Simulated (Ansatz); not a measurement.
**Wavefunction methods compared: BN, singlet**

Calculated in Ansatz's Gaussian-basis code. Nonrelativistic, cc-pVTZ, 2 core orbitals frozen. Perturbation and coupled-cluster methods stand on the Hartree–Fock determinant that coupled cluster favours (restricted). 

Correlation energy of CCSD(T), then each method's total less that of CCSD(T), in eV:

```json
{"case": "1.275 Å RHF", "E corr CCSD(T)": "-9.837", "MP2": "+0.607", "CCSD": "+0.924", "determinant": "T1 = 0.080, 0.05 eV over the lowest such Hartree–Fock solution met"}
```

(1) Give CCSDT less CCSD(T). Is CCSD(T) good to 1 kcal/mol?

(2) Which method comes nearest to CCSDT in total energy?

Results:

(1) 1.275 Å RHF: +0.090 eV (outside).

(2) CCSD(T), 0.090 eV away; next MP2 (0.517 eV), last CCSD (0.834 eV).
